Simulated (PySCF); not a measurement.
Bond curve of AlH

Set-up: basis Al x2c-SVPall, H x2c-SVPall; spin-free X2C with a Gaussian nucleus; PySCF 2.14. Energies in eV from Al + H in their ground configurations at the same level. State: ¹Σ⁺ (singlet), closed shell.

All columns are PBE0. A positive dipole means Al(−)H(+).

```json
{"R (Å)": "1.435", "E (eV)": "-2.614", "μ (D)": "0.94", "Mulliken charge on Al (basis-dependent)": "0.22", "HOMO (eV)": "-5.61", "LUMO (eV)": "-1.69", "Mayer bond order": "0.85", "⟨S²⟩": "0.00"}
{"R (Å)": "1.502", "E (eV)": "-2.813", "μ (D)": "0.71", "Mulliken charge on Al (basis-dependent)": "0.22", "HOMO (eV)": "-5.67", "LUMO (eV)": "-1.71", "Mayer bond order": "0.86", "⟨S²⟩": "0.00"}
{"R (Å)": "1.569", "E (eV)": "-2.927", "μ (D)": "0.46", "Mulliken charge on Al (basis-dependent)": "0.22", "HOMO (eV)": "-5.72", "LUMO (eV)": "-1.73", "Mayer bond order": "0.87", "⟨S²⟩": "0.00"}
{"R (Å)": "1.619", "E (eV)": "-2.970", "μ (D)": "0.27", "Mulliken charge on Al (basis-dependent)": "0.23", "HOMO (eV)": "-5.76", "LUMO (eV)": "-1.75", "Mayer bond order": "0.88", "⟨S²⟩": "0.00"}
{"R (Å)": "1.669", "E (eV)": "-2.982", "μ (D)": "0.07", "Mulliken charge on Al (basis-dependent)": "0.24", "HOMO (eV)": "-5.79", "LUMO (eV)": "-1.77", "Mayer bond order": "0.88", "⟨S²⟩": "0.00"}
{"R (Å)": "1.719", "E (eV)": "-2.970", "μ (D)": "-0.13", "Mulliken charge on Al (basis-dependent)": "0.24", "HOMO (eV)": "-5.82", "LUMO (eV)": "-1.79", "Mayer bond order": "0.89", "⟨S²⟩": "0.00"}
{"R (Å)": "1.786", "E (eV)": "-2.923", "μ (D)": "-0.39", "Mulliken charge on Al (basis-dependent)": "0.25", "HOMO (eV)": "-5.84", "LUMO (eV)": "-1.82", "Mayer bond order": "0.89", "⟨S²⟩": "0.00"}
{"R (Å)": "1.869", "E (eV)": "-2.828", "μ (D)": "-0.73", "Mulliken charge on Al (basis-dependent)": "0.25", "HOMO (eV)": "-5.87", "LUMO (eV)": "-1.87", "Mayer bond order": "0.89", "⟨S²⟩": "0.00"}
{"R (Å)": "1.969", "E (eV)": "-2.675", "μ (D)": "-1.13", "Mulliken charge on Al (basis-dependent)": "0.26", "HOMO (eV)": "-5.87", "LUMO (eV)": "-1.92", "Mayer bond order": "0.90", "⟨S²⟩": "0.00"}
{"R (Å)": "2.103", "E (eV)": "-2.430", "μ (D)": "-1.66", "Mulliken charge on Al (basis-dependent)": "0.27", "HOMO (eV)": "-5.84", "LUMO (eV)": "-2.00", "Mayer bond order": "0.90", "⟨S²⟩": "0.00"}
```

A fit through these points gives, at Re = 1.668 Å, μ = 0.08 D and dμ/dR = -3.93 D/Å; the reduced mass is 0.9715 u.

Task: How strong is the fundamental in the double-harmonic approximation, I = 42.26·(dμ/dR)²/μred km/mol?

Result: I = 42.26·(-3.93)²/0.9715 = 672 km/mol at PBE0.
